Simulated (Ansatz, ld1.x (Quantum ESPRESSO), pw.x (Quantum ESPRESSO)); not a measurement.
## Equation-of-state test of one TM potential (Ba (Z = 56))

- Element: barium
- Generator: ld1.x (Quantum ESPRESSO) 7.5
- Type: norm-conserving Troullier–Martins (Kleinman–Bylander form)
- Functional: LDA (PW92)
- Relativity: scalar-relativistic
- Frozen core: [Kr] 4d10 5s2
- Valence charge: 8
- Reference configuration: 5p6 5d0 6s2 6p0
- Partial waves: 5p (bound): rc 1.90 bohr; 5d (bound, empty): rc 4.20 bohr; 6s (bound): rc 3.25 bohr
- Local potential: the s channel
- Core correction: Bessel-smoothed model core inside 1.20 bohr

Crystal test: fcc Ba in pw.x 7.5, no spin, 10³ k-points, Fermi–Dirac smearing 0.01 Ry, cutoffs 70/280 Ry. The reference is all-electron LAPW (Ansatz 0.2.0) with the same functional, mesh and smearing; V0 and B0 come from Birch–Murnaghan fits to the pressures at five volumes. Errors are pseudo minus all-electron; Δ is the rms difference of the E(V) curves that follow from these fits, minima aligned, over ±6 % about the mean V0. Mesh and smearing are coarse, so the numbers serve the comparison and aren't converged zero-temperature values; the lattice is a test structure that the element need not adopt.

```
V (Å³/atom)  P all-electron (GPa)  P pseudo (GPa)
     51.168                  0.48            1.78
     52.514                  0.23            1.42
     53.861                 -0.00            1.08
     55.208                 -0.22            0.78
     56.554                 -0.42            0.51
```

All-electron: a0 = 5.994 Å (V0 = 53.84 Å³/atom), B0 = 9.0 GPa.

Pseudopotential: mean pressure error (GPa): +1.10. The pressure does not cross zero within the volumes sampled, so no fit is given. The largest radius (4.20 bohr) exceeds half the bond length (4.01 bohr), so the spheres overlap, which is one possible source of error among others. This is a poor potential for the solid. The logarithmic derivative shows an extra or strongly shifted pseudo pole above the reference energy (s near 1.34 Ry).

**Question.** At the middle volume, how do free energy and pressure move when the wave cutoff is lowered (ecutrho kept at four times it)?

**Answer.**

```csv
cutoff (Ry),shift of F (meV/atom),shift of P (GPa)
32,+134.3,-0.13
42,+54.7,-0.70
56,+1.5,-0.01
```

The run at the middle volume (47 k-points, 7 iterations) took about 52 s on one core of a shared host (Neoverse-N1, 64 threads, 498 GiB, load 20).
